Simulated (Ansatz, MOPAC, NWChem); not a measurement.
# Isomers of CH4N

2 of its isomers, all doublets with charge 0: A = methyl amino radical `C[NH]`; B = `[CH2]N`.

Shapes, held fixed at every level: PBE0-D4/def2-TZVP. Flexible molecules stand in one conformer, not always the lowest. Programs: Ansatz 0.2.0, MOPAC 23.2.5, NWChem 7.3.0. A level may come from different programs for different species; with the same settings they agree closely.

Electronic energies in kJ/mol, without zero-point or thermal terms.

**Question.** From chemical knowledge, estimate the order of stability.

**Answer.** B < A in rising energy, over a span of 33 kJ/mol, by CCSD(T)/CBS estimate. All levels agree on that. The B − A difference spans -73.1 to -24.8 kJ/mol over the levels. Open shells run unrestricted unless RO is named. The CBS estimate extrapolates MP2 from def2-TZVPP and def2-QZVPP and adds CCSD(T) − MP2 in the triple-zeta set, cores frozen. NDDO rows are differences of heats of formation.

```
               level                    kind  B − A
                 PM6          semi-empirical  -73.1
     PBE/aug-cc-pVDZ                     GGA  -34.2
       PBE0/def2-SVP           global hybrid  -32.8
 CAM-B3LYP/def2-TZVP  range-separated hybrid  -32.1
     wB97X/def2-TZVP  range-separated hybrid  -29.1
        MP2/def2-SVP     perturbation theory  -35.0
  CCSD(T)/def2-TZVPP   coupled cluster or CI  -27.3
     CCSD/def2-TZVPP   coupled cluster or CI  -24.8
CCSD(T)/CBS estimate   coupled cluster or CI  -32.6
```
